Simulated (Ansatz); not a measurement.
**AlO₂ (doublet): wave-function methods side by side, def2-TZVPP**

An exercise on one series of results from a longer session: the logs are not shown, and one member is left open.

Program: Ansatz 0.2.0, Gaussian basis. Level of theory: def2-TZVPP, core rule «outside noble gas», up to 7 orbitals frozen. These are calculated values, not measurements.

Plan: UHF; ROHF; CCSD(T) on UHF.

### The system

The geometry is a PBE0/def2-TZVP stationary point (not a proven minimum) of the parent state, kept for this charge and spin.

3 atoms, charge 0, spin multiplicity 2.

Atoms are counted from 1 here; the program's logs count them from 0.

Bond lengths: Al1–O2 1.756 Å, Al1–O3 1.756 Å. Angles: O2–Al1–O3 110.8°.

Geometry (Å):

```
atom   x (Å)    y (Å)    z (Å)
 Al1  0.0000  -0.5408   0.0000
  O2  0.0000   0.4560  -1.4458
  O3  0.0000   0.4560   1.4458
```

Set-up of the first run:

in.yaml reads:

```yaml
crystal:
  periodic: [false, false, false]
  atoms:
    - {symbol: Al, position_ang: [0.000000, -0.540753, 0.000000]}
    - {symbol: O, position_ang: [0.000000, 0.455965, -1.445843]}
    - {symbol: O, position_ang: [0.000000, 0.455965, 1.445843]}
basis:
  gaussian: {orbitals: def2-TZVPP}
magnetization: {spin_polarized: true, initial_magnetization: 1}
hamiltonian: {xc: hf}
output: {orbitals: {seedname: orbitals}}
```

On the command line:

```bash
$ ansatz run in.yaml --threads 1 --pin off --events-out ev --progress --plain --max-ram 4096MiB --backend cpu
```

Steps of the session up to this table: UHF; ROHF; CCSD(T) on UHF.

One of the session's tables, all rows but one given; the rest of the session is left out.

| method | from UCCSD(T) (meV) |
| --- | --- |
| ROHF | +15247.4 |
| UHF | ? |
| UMP2 | +1495.3 |
| UCCSD | +532.6 |
| UCCSD(T) | 0 |

**Question.** Estimate the row for UHF.

The run gave: from UCCSD(T) (meV): +12924.8. In the column «from UCCSD(T) (meV)» it lies between UMP2 (+1495.3) and ROHF (+15247.4).

Caveats from the session: The determinant is far from a pure spin state, so its energy mixes those of several spin states (harmless only where they are near-degenerate, as at dissociation).
